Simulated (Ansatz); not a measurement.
Results of the Gaussian-basis code of Ansatz.

A structure relaxed at PBE0-D4/def2-TZVP, charge 0, multiplicity 1:

```xyz
11

C     0.624    0.994    0.557
C    -0.550    0.301   -0.109
C    -0.332   -1.173   -0.358
Cl    0.989   -1.475   -1.526
H     1.519    0.933   -0.065
H     0.406    2.049    0.733
H     0.855    0.535    1.523
H    -0.793    0.790   -1.058
H    -1.442    0.387    0.523
H    -1.220   -1.644   -0.778
H    -0.054   -1.697    0.558
```

**Question.** Give its formula and SMILES.

**Answer.** C3H7Cl, `CCCCl`.

**Question.** Summarise the bond lengths by kind.

**Answer.** 2 × C–C 1.511 to 1.517 Å; 7 × C–H 1.089 to 1.097 Å; 1 × C–Cl 1.790 Å.
